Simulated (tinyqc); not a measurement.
Inside a calculation. Method: extended Hueckel theory, for SiH3. One step of it, computed by the program tinyqc.

Task: Orbitals. Solve H C = S C e through S^(-1/2); fill by pairs from the bottom, a degenerate level sharing its electrons equally; each orbital has its largest coefficient positive (the first on a tie).

H (eV), lower triangle:
```
             1Si 3s     1Si 3px    1Si 3py    1Si 3pz       2H 1s       3H 1s       4H 1s
1Si 3s   -17.300000
1Si 3px    0.000000   -9.200000
1Si 3py    0.000000    0.000000  -9.200000
1Si 3pz    0.000000    0.000000   0.000000  -9.200000
2H 1s    -11.042290  -10.258736   0.000000   0.936997  -13.600000
3H 1s    -11.048533    5.130293  -8.888370   0.937795   -0.874960  -13.600000
4H 1s    -11.048533    5.130293   8.888370   0.937795   -0.874960   -0.875498  -13.600000
```

overlap S, lower triangle:
```
           1Si 3s    1Si 3px    1Si 3py    1Si 3pz     2H 1s     3H 1s     4H 1s
1Si 3s   1.000000
1Si 3px  0.000000   1.000000
1Si 3py  0.000000   0.000000   1.000000
1Si 3pz  0.000000   0.000000   0.000000   1.000000
2H 1s    0.408406   0.514222   0.000000  -0.046967  1.000000
3H 1s    0.408637  -0.257158   0.445532  -0.047007  0.036763  1.000000
4H 1s    0.408637  -0.257158  -0.445532  -0.047007  0.036763  0.036786  1.000000
```

valence electrons = 7

Give: orbital energies; occupations; coefficients; sum of one-electron energies.

Result:

orbital energies (eV): -20.506  -14.976  -14.975  -9.253  4.810  4.828  9.033

occupations: 2.000  2.000  2.000  1.000  0.000  0.000  0.000

coefficients:
```
           MO1     MO2     MO3     MO4     MO5     MO6     MO7
1Si 3s   0.633   0.000   0.000   0.095   0.003   0.000   1.215
1Si 3px  0.000   0.000   0.389   0.000   1.244   0.000  -0.003
1Si 3py  0.000   0.389   0.000   0.000   0.000   1.245   0.000
1Si 3pz  0.002   0.000   0.000   0.993   0.000   0.000  -0.162
2H 1s    0.253   0.000   0.586  -0.035  -0.915   0.000  -0.721
3H 1s    0.253   0.507  -0.293  -0.035   0.455  -0.791  -0.725
4H 1s    0.253  -0.507  -0.293  -0.035   0.455   0.791  -0.725
```

sum of one-electron energies = -110.168 eV
